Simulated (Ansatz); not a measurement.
Compare A (`COC1=CC1`) with its isomer B (`C=C(C)C=O`).

Isolated molecules relaxed with PBE0-D4/def2-TZVP in Ansatz; ΔE leaves out vibrations. CBS: MP2 limit from def2 TZ/QZ plus the TZ coupled-cluster correction, frozen cores. DFT in def2-TZVPP. B3LYP here is the variant with VWN-RPA as its local correlation; programs differ in this. Each species was taken in one conformer, which may not be the lowest.

Question: Which is lower in electronic energy at CCSD(T)/CBS, and by how much? (An estimate is asked.)

Answer: The calculation gave: B, by 236.4 kJ/mol.

Question: Give E(B) − E(A) in kJ/mol with MP2/def2-TZVPP, r2SCAN-D4, B3LYP-D4, B2PLYP, CCSD(T)/def2-TZVPP, PBE0-D4, ωB97M-V. (Best estimate.)

Answer: Ansatz gave: MP2/def2-TZVPP -231.3, r2SCAN-D4 -230.3, B3LYP-D4 -238.8, B2PLYP -238.1, CCSD(T)/def2-TZVPP -237.9, PBE0-D4 -219.9, ωB97M-V -228.4. None reverses the order clearly.

Largest T1 diagnostic: 0.014.

In def2-TZVPP, CCSD(T) changes the Hartree–Fock value by +13.0 kJ/mol (the triples alone add −0.9 kJ/mol) and MP2 by +19.6 kJ/mol.
